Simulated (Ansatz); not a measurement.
One arrangement of a pair

The pair of H₂O (SMILES O, atoms 1–3) and CH₄S (SMILES CS, atoms 4–9), both closed shells, in one local arrangement (a lower one may exist), relaxed at PBE0-D4/def2-TZVP:

```tsv
atom	x (Å)	y (Å)	z (Å)
O1	-0.8458	-0.2988	-1.9813
H2	-0.9877	0.2302	-1.1827
H3	-1.0028	0.3017	-2.7125
C4	0.9558	-0.0716	0.8711
S5	-0.6172	0.7820	1.1324
H6	1.2815	-0.5753	1.7797
H7	1.6803	0.7028	0.6200
H8	0.8863	-0.7699	0.0388
H9	-1.3504	-0.3011	1.4344
```

Program: Ansatz 0.2.0. Basis: def2-TZVPPD, with def2-QZVPPD for the basis limit. Cores are frozen in the correlated methods. B3LYP uses VWN-RPA correlation. Extrapolation: Hartree–Fock as exp(−7.88 √X), correlation as X^−2.97. Interaction energies count from these two fragments, frozen as in the pair, with the counterpoise correction; negative means bound.

(1) What is the interaction energy by CCSD(T) at an estimated basis limit (MP2 extrapolated from triple and quadruple zeta, plus CCSD(T) − MP2 in triple zeta)? (An estimate is asked for; the value comes from the calculation.)

T1 diagnostic: at most 0.011.

Results:

(1) Computed: -4.21 kcal/mol. Hartree–Fock alone gives -1.45 kcal/mol at the basis limit. It counts from the two fragments frozen as in the pair.

The same quantity by other methods in triple zeta, and each one's difference from that estimate:
```
   method  E_int (kcal/mol)  difference
   PBE-D4             -5.06       -0.84
revPBE-D4             -4.35       -0.14
  BLYP-D4             -4.38       -0.16
r2SCAN-D4             -4.81       -0.59
   B97M-V             -4.33       -0.11
  PBE0-D4             -4.75       -0.54
 B3LYP-D4             -4.44       -0.22
 HSE06-D4             -4.74       -0.52
  wB97X-V             -4.31       -0.10
  wB97M-V             -4.25       -0.03
   B2PLYP             -3.51        0.70
       HF             -1.46        2.75
      MP2             -3.97        0.24
     CCSD             -3.35        0.87
  CCSD(T)             -3.77        0.44
```
Differences are method less estimate.

Basis-set superposition shift (counterpoise-corrected less uncorrected): CCSD(T) 0.55; MP2 0.54; HF 0.05; PBE0-D4 0.06; wB97M-V 0.08 kcal/mol.

For scale, one of the runs: CCSD(T)/def2-TZVPPD, 230 basis functions, launched by `ansatz run in.yaml --threads 4 --pin off --events-out ev --progress --plain --max-ram 9574MiB`. Hardware: 4 CPU threads of an Intel Xeon Platinum 8488C, shared host. Wall time 31 s; peak host memory 4 GiB.
